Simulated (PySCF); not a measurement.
**Nitrogen: a sound run and one with changed settings**

Sound run: N [He] 2s2 2p3, N⁺ [He] 2s2 2p2. Computed with PySCF 2.14 in cc-pVTZ-DK (4s3p2d1f, 30 functions), with scalar relativity by spin-free X2C-1e. In the sound run the correlated levels freeze 1s2. The sound run starts from symmetry-adapted Hartree-Fock orbitals and uses a fine grid where one is needed.

A second run was set up differently.

```tsv
species	method	sound run (hartree)	changed run (hartree)	converged
N	MP2	-54.52586	-54.45307	yes
N	CCSD(T)	-54.54395	-54.45800	yes
N⁺	MP2	-53.99117	-53.92712	yes
N⁺	CCSD(T)	-54.01378	-53.92889	yes
```

Ionisation energy of N:

```tsv
method	sound run (eV)	changed run (eV)
UHF	13.884	13.884
MP2	14.550	14.312
SCS-MP2	14.295	14.027
CCSD	14.408	14.393
CCSD(T)	14.427	14.398
```

Problem. What was changed?
A. level shift left on
B. too few SCF iterations
C. a valence shell is frozen
D. basis contracted for another Hamiltonian

Solution. C. Freezing a valence shell removes pair correlation that changes on ionisation.
